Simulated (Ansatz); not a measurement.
Eight cases of atomisation energy with Al to Br (electronic energies, kJ/mol), geometries: B3LYP-D3(BJ)/def2-TZVP. Functionals by Ansatz (a program for electronic structure) in def2-TZVPD; columns hold the difference against the high level (Ansatz, AFQMC by cisd_afqmc): A = CCSD(T)/CBS(cc-pV(Q+d)Z,cc-pV(5+d)Z) + [CCSDT(Q) - CCSD(T)]/cc-pV(5+d)Z + [FCI - CCSDT(Q)]/cc-pV(T+d)Z + core + X2C; B = CCSD(T)/CBS(cc-pV(Q+d)Z,cc-pV(5+d)Z) + [CCSDT(Q) - CCSD(T)]/cc-pV(D+d)Z + core + X2C; C = CCSD(T)/CBS(cc-pV(Q+d)Z,cc-pV(5+d)Z) + [CCSDT(Q) - CCSD(T)]/cc-pV(T+d)Z + [CCSDTQ - CCSDT(Q)]/cc-pV(D+d)Z + core + X2C; D = CCSD(T)/CBS(cc-pV(T+d)Z,cc-pV(Q+d)Z) + [CCSDT(Q) - CCSD(T)]/cc-pV(D+d)Z + core + X2C; E = CCSD(T)/CBS(cc-pV(T+d)Z,cc-pV(Q+d)Z) + [CCSDT(Q) - CCSD(T)]/cc-pV(T+d)Z + core + X2C; F = CCSD(T)/CBS(cc-pVQZ,cc-pV5Z) + [CCSDT(Q) - CCSD(T)]/cc-pV5Z + [CCSDTQ - CCSDT(Q)]/cc-pVTZ; G = CCSD(T)/CBS(def2-TZVPP,def2-QZVPP) + [CCSDT(Q) - CCSD(T)]/def2-QZVPP + [FCI - CCSDT(Q)]/def2-SVP. The cases were drawn at random from those of this class that have a high level and all functionals, leaving out states under which another spin lies or may lie. Left out are anions, K, Ca, elements past Kr, ionisation of Li, Na and Mg, pi-pi* triplets of linear molecules and other triplets made from a closed-shell parent. Runs that doubt their state, and full CI more than 15 mEh from coupled cluster, are set aside; a case stays where another high level and all functionals remain. AFQMC serves as high level only in triple zeta or larger, with a steady walk, a bar under 0.8 kcal/mol and agreement with other high levels or trials where they ran; where none ran, an unstable determinant or (outside 3d species) a high T1 diagnostic also bars it, so strongly correlated cases are thinned. No case was kept or dropped by the size of a functional's miss. Each difference is the functional minus the high level; affinities count positive where energy is released, gaps as the second state minus the first. Radicals and triplets start from unrestricted determinants; spin-orbit coupling is neglected. Correlated methods leave the cores frozen (noble-gas shells, and filled d and f shells in the p block). Rows without X2C or -DK are non-relativistic. CBS(X,Y): correlation extrapolated as X^-3, Hartree-Fock from the larger set (Q,5: extrapolated as (X+1)exp(-9√X)). A bracket is a step between two methods taken in the basis named. Functionals run without relativity, which enters their misses. 'core' is core correlation in cc-pwCVTZ (1s frozen past Ne), 'X2C' scalar relativity in cc-pVTZ-DK, both at CCSD(T). Full CI freezes restricted core orbitals, also for open shells; the composite that ends in it estimates full CI at the basis-set limit. Where a partner has so few electrons that a lower coupled-cluster level is exact, that level stands in. Spin-orbit terms, left out, reach several kcal/mol for Br and I, and more for heavier atoms. The determinant of HSi ([SiH], doublet) is a saddle point of the SCF energy; a lower one exists, which strains HF and MP2.

```csv
case,level,value
"SiH (SMILES [SiH], doublet)",A,308.3
HOCl (SMILES OCl),C,695.9
"C2H3NS (2H-1,3-thiazete, SMILES C1=NCS1)",D,2725.0
"SiH3F (fluorosilane, SMILES F[SiH3])",C,1597.3
HBr (SMILES Br),F,391.3
"BSiH4 (SMILES B[SiH2], doublet)",E,1693.8
CHCl2F (SMILES ClC(Cl)F),B,1592.3
NaF (SMILES [Na][F]),G,483.3
```

Question: Predict the difference of PBE, r2SCAN, wB97M-V for each case and sum up.

Answer: 
| case | PBE | r2SCAN | wB97M-V |
|---|---|---|---|
| SiH (SMILES [SiH], doublet) | -7.6 | -6.7 | 3.4 |
| HOCl (SMILES OCl) | 34.3 | -8.0 | -2.8 |
| C2H3NS (2H-1,3-thiazete, SMILES C1=NCS1) | 116.0 | 0.7 | 11.4 |
| SiH3F (fluorosilane, SMILES F[SiH3]) | -36.9 | -16.5 | -8.1 |
| HBr (SMILES Br) | -2.4 | -1.2 | -6.7 |
| BSiH4 (SMILES B[SiH2], doublet) | 2.3 | 27.6 | 8.7 |
| CHCl2F (SMILES ClC(Cl)F) | 67.5 | 9.8 | 3.0 |
| NaF (SMILES [Na][F]) | -4.7 | -15.5 | -10.3 |
PBE: mean +21.1, mean absolute 34.0, median absolute 21.0, largest +116.0; r2SCAN: mean -1.2, mean absolute 10.7, median absolute 8.9, largest +27.6; wB97M-V: mean -0.2, mean absolute 6.8, median absolute 7.4, largest +11.4 kJ/mol. PBE lies above in 4 and below in 4 of the eight.
